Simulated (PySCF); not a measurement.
Molecule: isopropenyl methyl ketone (SMILES C=C(C)C(C)=O).

Atom-mapped SMILES (the numbers label the heavy atoms): `[CH2:1]=[C:2]([CH3:3])[C:4]([CH3:5])=[O:6]`. Each H is labelled by its parent atom. Ha(C1) is cis to C3; Hb(C1) is trans to C3.

Geometry PBE0-D3(BJ)/def2-SVP throughout; GIAO in PySCF 2.14, gas phase, one conformer, non-relativistic; equivalent atoms averaged; basis pcSseg-1.

Problem. How do the shifts δ (against TMS, H2O at the same level) depend on the functional? (a selection of nuclei; ppm; last column core-seconds on shared hosts with different chips, so compare them loosely)

Solution. 
```tsv
functional	kind	C4	C2	C5	C3	O6	Ha(C1)	Hb(C1)	H(C5)	H(C3)	core-s
HF	Hartree–Fock	202.3	151.1	25.2	18.7	669.1	6.04	6.01	2.30	1.94	5.1
LDA	LDA	205.9	159.9	26.7	21.0	714.8	6.14	6.09	2.33	1.82	16
PBE	GGA	198.2	152.9	26.5	21.4	686.9	6.01	5.99	2.30	1.83	19
BLYP	GGA	199.3	154.3	26.7	21.7	688.1	5.88	5.87	2.27	1.84	19
BP86	GGA	198.2	153.1	26.7	21.5	679.8	6.00	5.98	2.30	1.84	19
OPBE	GGA	189.8	145.0	25.9	21.0	657.1	6.08	6.10	2.32	1.85	19
KT2	GGA	186.2	144.4	24.8	20.5	632.2	5.84	5.78	2.21	1.82	14
KT3	GGA	184.2	141.9	25.0	20.8	626.9	5.80	5.79	2.22	1.83	14
B97-D	GGA	193.0	148.2	26.2	21.4	654.0	5.90	5.90	2.29	1.86	14
B3LYP	global hybrid	201.8	155.2	26.7	21.0	691.3	5.92	5.91	2.27	1.85	8
PBE0	global hybrid	200.9	153.6	26.5	20.6	689.6	6.05	6.04	2.30	1.85	17
mPW1PW91	global hybrid	201.0	153.6	26.6	20.7	687.7	6.03	6.02	2.30	1.86	7.5
WP04	global hybrid	202.1	153.9	27.6	21.8	650.2	5.74	5.74	2.24	1.84	14
B97-2	global hybrid	196.9	150.2	26.3	20.8	667.9	5.98	5.98	2.29	1.86	13
BHandHLYP	global hybrid	203.6	154.9	26.3	20.1	689.7	5.97	5.94	2.28	1.88	14
CAM-B3LYP	range-separated hybrid	205.5	157.3	27.0	20.2	695.7	5.98	5.95	2.27	1.84	17
wB97X-D	range-separated hybrid	202.6	154.4	27.4	20.4	682.1	6.04	6.02	2.29	1.83	17
LC-wPBE	range-separated hybrid	207.2	156.9	27.9	19.7	688.1	6.14	6.12	2.29	1.80	22
```

Problem. Which nucleus among those listed moves most, in ppm?

Solution. O6 (ketone oxygen): from 626.9 ppm with KT3 to 714.8 ppm with LDA. The smallest spread is 0.12 ppm, at H(C5). Proton shifts span only some 12 ppm, so a few tenths of a ppm matter as much there as several ppm in carbon.
